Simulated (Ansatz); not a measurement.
System: C4H5, net charge 0, doublet state. It need not be the lowest isomer of its formula. 
Structure (B3LYP-D3(BJ)/def2-TZVP (Ansatz, a first-principles code) minimum search):
SMILES: C1[C@H]2[C@@H]1[CH]2
```xyz
9

C     -0.0105     1.1649     0.2808
C      0.0034    -1.0856     0.3584
C      0.7812     0.0534    -0.2214
C     -0.7771     0.0433    -0.2375
H     -0.0127     2.1640    -0.1347
H     -0.0071    -1.1963     1.4393
H      0.0151    -2.0215    -0.1909
H      1.4306     0.0079    -1.0831
H     -1.4079    -0.0105    -1.1124
```
Charge 0, spin multiplicity 2.

Parts of the frozen-core correlation energy in aug-cc-pVDZ (Ansatz, hartree). Frozen orbitals: 4; correlated occupied orbitals by spin: 11 and 10; virtual: 122 and 123. UHF or UKS for open shells. No spin-orbit coupling. Non-relativistic.

```csv
term,value
reference (HF),-154.25441
MP2 opposite-spin,…
MP2 same-spin,…
CCSD correlation,-0.57508
(T),…
T1 diagnostic,0.014
largest doubles amplitude,0.023
<S^2> of the reference,0.762
```

Fill in the missing entries.


- MP2 opposite-spin, value: -0.40338
- MP2 same-spin, value: -0.13601
- (T), value: -0.02386
